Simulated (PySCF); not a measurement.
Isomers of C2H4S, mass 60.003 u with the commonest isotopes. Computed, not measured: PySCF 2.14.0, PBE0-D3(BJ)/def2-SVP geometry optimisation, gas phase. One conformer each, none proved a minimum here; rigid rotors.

Problem. Order these by rotational constant A, largest first.
A. `C1CS1` (thiirane)
B. `[CH2:1]=[CH:2][SH:3]` with C1–C2–S3–H 0° (ethenethiol)
C. ethanethial (`CC=S`)

Solution. B (50670 MHz), C (49026 MHz), A (22036 MHz).

Problem. Order these by out-of-plane moment Σ m c² = (Ia + Ib − Ic)/2, largest first.
A. `[CH2:1]=[CH:2][SH:3]` with C1–C2–S3–H 0°
B. thiirane, `C1SC1`
C. ethanethial (`CC=S`)

Solution. B (3.41 u·Å²), C (1.56 u·Å²), A (0.00 u·Å²).

Problem. Order these by rotational constant C, largest first.
A. `[CH2:1]=[CH:2][SH:3]` with C1–C2–S3–H 0°
B. ethanethial, `CC=S`
C. thiirane, `S1CC1`

Solution. C (8084 MHz), B (5317 MHz), A (5201 MHz).

```tsv
SMILES	point group	Ia (u·Å²)	Ib (u·Å²)	Ic (u·Å²)	κ	μa (D)	μb (D)	μc (D)
CC=S	Cs	10.31	87.86	95.04	-0.98	2.34	0.59	0.00
C=CS	Cs	9.97	87.20	97.17	-0.97	0.67	0.54	0.00
C1CS1	C2v	22.93	46.41	62.51	-0.60	1.87	0.00	0.00
```
